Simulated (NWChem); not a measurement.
System: C₂H₃N, triplet; SMILES of the neutral closed-shell parent C(#N)C

Output (shortened):

```
             Northwest Computational Chemistry Package (NWChem) 7.3.0
             --------------------------------------------------------

 CS  symmetry detected

                             Geometry "geometry" -> ""
                             -------------------------

 Output coordinates in angstroms (scale by  1.889725989 to convert to a.u.)

  No.       Tag          Charge          X              Y              Z
 ---- ---------------- ---------- -------------- -------------- --------------
    1 C                    6.0000     0.12027143    -1.09271511     0.00000000
    2 C                    6.0000    -0.48956620     0.24796813     0.00000000
    3 N                    7.0000     0.19068035     1.33746901     0.00000000
    4 H                    1.0000    -0.17150231    -1.65974167    -0.89812800
    5 H                    1.0000     1.22401079    -0.97431783     0.00000000
    6 H                    1.0000    -0.17150231    -1.65974167     0.89812800

 Effective nuclear repulsion energy (a.u.)      57.1903684326

      Symmetry information
      --------------------

 Group name             Cs
 Group number              2
 Group order               2
 No. of unique centers     5

  pbe96 is a nonlocal functional; adding pw91lda local functional.

                                 NWChem DFT Module
                                 -----------------

 Summary of "ao basis" -> "ao basis" (spherical)
 ------------------------------------------------------------------------------
       Tag                 Description            Shells   Functions and Types
 ---------------- ------------------------------  ------  ---------------------
 C                          def2-svp                 6       14   3s2p1d
 N                          def2-svp                 6       14   3s2p1d
 H                          def2-svp                 3        5   2s1p

      Symmetry analysis of basis
      --------------------------

        a'         39
        a"         18

            General Information
            -------------------
          SCF calculation type: DFT
          Wavefunction type:  spin polarized.
          No. of atoms     :     6
          No. of electrons :    22
           Alpha electrons :    12
            Beta electrons :    10
          Charge           :     0
          Spin multiplicity:     3
          Use of symmetry is: on ; symmetry adaption is: on
          Maximum number of iterations: 150
          AO basis - number of functions:    57
                     number of shells:    27
          Convergence on energy requested:  1.00D-06
          Convergence on density requested:  1.00D-05
          Convergence on gradient requested:  5.00D-04

              XC Information
              --------------
                     Hartree-Fock (Exact) Exchange  1.000
                     LC-wPBE(h)Exchange Functional  1.000
            Perdew 1991 LDA Correlation Functional  1.000 local
           PerdewBurkeErnz. Correlation Functional  1.000 non-local

           Range-Separation Parameters
           ---------------------------
           Alpha           :  0.00
           Beta            :  1.00
           Gamma           :  0.40
           Short-Range HF  :     F

             Grid Information
             ----------------
          Grid used for XC integration:  medium
          Radial quadrature: Mura-Knowles
          Angular quadrature: Lebedev.
          Tag              B.-S. Rad. Rad. Pts. Rad. Cut. Ang. Pts.
          ---              ---------- --------- --------- ---------
          C                   0.70       49           8.0       434
          N                   0.65       49           9.0       434
          H                   0.35       45           8.0       434
          Grid pruning is: on
          Number of quadrature shells:   237
          Spatial weights used:  Erf1

      Superposition of Atomic Density Guess
      -------------------------------------

 Sum of atomic energies:        -130.99163968

      Non-variational initial energy
      ------------------------------

 Total energy =    -132.157868
 1-e energy   =    -288.874254
 2-e energy   =      99.526018
 HOMO         =      -0.330465
 LUMO         =      -0.086355

   Symmetry analysis of molecular orbitals - initial alpha
   -------------------------------------------------------

  Numbering of irreducible representations:

     1 a'          2 a"

  Orbital symmetries:

     1 a'          2 a'          3 a'          4 a'          5 a'
     6 a'          7 a"          8 a'          9 a'         10 a"
    11 a'         12 a'         13 a"         14 a'         15 a'
    16 a"         17 a'         18 a'         19 a'         20 a"
    21 a'         22 a'

   Symmetry analysis of molecular orbitals - initial beta
   ------------------------------------------------------

  Numbering of irreducible representations:

     1 a'          2 a"

  Orbital symmetries:

     1 a'          2 a'          3 a'          4 a'          5 a'
     6 a'          7 a"          8 a'          9 a'         10 a"
    11 a'         12 a'         13 a"         14 a'         15 a'
    16 a"         17 a'         18 a'         19 a'         20 a"
    21 a'         22 a'

     ---------------------------------------------
      Total Density - Mulliken Population Analysis
     ---------------------------------------------

    Atom       Charge   Shell Charges
 -----------   ------   -------------------------------------------------------
    1 C    6     6.15   1.99  0.97  0.14  2.00  1.04  0.02
    2 C    6     5.82   1.99  1.02  0.45  1.55  0.75  0.05
    3 N    7     7.43   1.99  1.14  0.68  2.12  1.48  0.02
    4 H    1     0.86   0.64  0.20  0.02
    5 H    1     0.88   0.62  0.23  0.02
    6 H    1     0.86   0.64  0.20  0.02

     --------------------------------------------
      Spin Density - Mulliken Population Analysis
     --------------------------------------------

    Atom       Charge   Shell Charges
 -----------   ------   -------------------------------------------------------
    1 C    6     0.13   0.00  0.03 -0.05  0.12  0.03  0.00
    2 C    6     0.76   0.00  0.04  0.17  0.35  0.18  0.01
    3 N    7     0.91   0.00  0.00  0.01  0.55  0.35  0.00
    4 H    1     0.03   0.02  0.01  0.00
    5 H    1     0.13   0.06  0.07  0.00
    6 H    1     0.03   0.02  0.01  0.00

   convergence    iter        energy       DeltaE   RMS-Dens  Diis-err
 ---------------- ----- ----------------- --------- --------- ---------
 d= 0,ls=0.0,diis     1   -132.3068197114 -1.89D+02  8.17D-03  9.38D-02
                                                     4.98D-03  8.74D-02
 d= 0,ls=0.0,diis     2   -132.3495885679 -4.28D-02  4.44D-03  5.63D-02
                                                     2.80D-03  4.43D-02
 d= 0,ls=0.0,diis     3   -132.3727311372 -2.31D-02  2.08D-03  7.31D-03
                                                     1.13D-03  7.96D-03
 d= 0,ls=0.0,diis     4   -132.3784366085 -5.71D-03  1.66D-03  3.67D-04
                                                     6.68D-04  6.22D-04
 d= 0,ls=0.0,diis     5   -132.3796898949 -1.25D-03  8.61D-04  9.03D-05
                                                     5.51D-04  2.18D-04
  Resetting Diis
 d= 0,ls=0.0,diis     6   -132.3802760247 -5.86D-04  3.45D-04  1.91D-05
                                                     4.54D-04  8.15D-05
 d= 0,ls=0.0,diis     7   -132.3805551543 -2.79D-04  7.23D-05  1.05D-05
                                                     1.47D-04  3.17D-05
 d= 0,ls=0.0,diis     8   -132.3806192464 -6.41D-05  5.57D-05  5.55D-06
                                                     1.34D-04  1.98D-05
 d= 0,ls=0.0,diis     9   -132.3806642210 -4.50D-05  1.77D-04  4.04D-06
                                                     4.08D-04  1.17D-05
 d= 0,ls=0.0,diis    10   -132.3807312400 -6.70D-05  2.74D-05  3.11D-07
                                                     2.51D-05  4.04D-07
 d= 0,ls=0.0,diis    11   -132.3807319710 -7.31D-07  2.37D-05  1.46D-07
                                                     1.69D-05  1.10D-07
 d= 0,ls=0.0,diis    12   -132.3807322897 -3.19D-07  8.74D-06  2.16D-08
                                                     5.99D-06  2.86D-08

         Total DFT energy =     -132.380732289701
      One electron energy =     -290.735776118817
           Coulomb energy =      119.780159914335
    Exchange-Corr. energy =      -18.615484517835
 Nuclear repulsion energy =       57.190368432616

 Numeric. integr. density =       22.000000048853

                  Occupations of the irreducible representations
                  ----------------------------------------------

                     irrep           alpha         beta
                     --------     --------     --------
                     a'               10.0          8.0
                     a"                2.0          2.0

                    DFT Final Alpha Molecular Orbital Analysis
                    ------------------------------------------

 Vector   10  Occ=1.000000D+00  E=-4.844743D-01  Symmetry=a'
              MO Center=  3.4D-02,  4.2D-01,  8.7D-16, r^2= 2.5D+00
   Bfn.  Coefficient  Atom+Function         Bfn.  Coefficient  Atom+Function
  ----- ------------  ---------------      ----- ------------  ---------------
    33      0.451363  3 N  py                18      0.279323  2 C  px
    36     -0.241845  3 N  py                48     -0.206498  5 H  s
    31     -0.197171  3 N  s                  5     -0.189510  1 C  py
     4     -0.178442  1 C  px                19      0.175627  2 C  py
    21      0.148243  2 C  px                43      0.132927  4 H  s

[...]
```

Level: LC-wPBE (HJS exchange hole, range parameter 0.4 per bohr)/def2-SVP, spin-unrestricted. In the optimisation the excess spin sits in a' (Cs, its own frame). Geometry: optimised at PBE0/def2-SVP, spin-unrestricted. This spin state was assumed; another may lie lower. No stability test was run on the SCF state.

Task: Which NWChem input produces such a log?

Result: Several could match; the one computed here: the input that was run:
```
start job
memory heap 200 mb stack 900 mb global 1100 mb
geometry units angstroms noautoz
  C      0.086951    -1.078883     0.000000
  C     -0.471380     0.284055     0.000000
  N      0.249870     1.346856     0.000000
  H     -0.226208    -1.634385    -0.898128
  H      1.194399    -1.002611     0.000000
  H     -0.226208    -1.634385     0.898128
end
basis spherical
  * library def2-svp
end
dft
  odft
  mult 3
  xc xwpbe 1.00 cpbe96 1.0 hfexch 1.00
  cam 0.4 cam_alpha 0.0 cam_beta 1.0
  iterations 150
  mulliken
end
task dft energy
```
